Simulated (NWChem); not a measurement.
System: water (H2O); SMILES O

Here is an NWChem input.

```
start job
memory heap 200 mb stack 900 mb global 1100 mb
geometry units angstroms noautoz
  O      0.000000     0.000000     0.132619
  H      0.762618     0.000000    -0.464641
  H     -0.762618     0.000000    -0.464641
end
basis spherical
  * library def2-svp
end
dft
  xc xpbe96 cpbe96
  iterations 150
  vectors input atomic output neutral.movecs
end
task dft energy
charge 1
dft
  odft
  mult 2
  vectors input atomic output cation.movecs
end
task dft energy
```

Structure relaxed at the B3LYP/6-31G* (spherical d) level.

Ions are spin-unrestricted doublets at the neutral geometry; other ion states weren't tried.

Q: What results follow from this input? (PBE/def2-SVP, vertical spin-unrestricted ions.) Quantities: vertical ionisation energy, ΔSCF (eV); −ε(HOMO) (eV).

A: 
| Property | Value |
|---|---|
| vertical ionisation energy, ΔSCF (eV) | 12.34 |
| −ε(HOMO) (eV) | 6.20 |
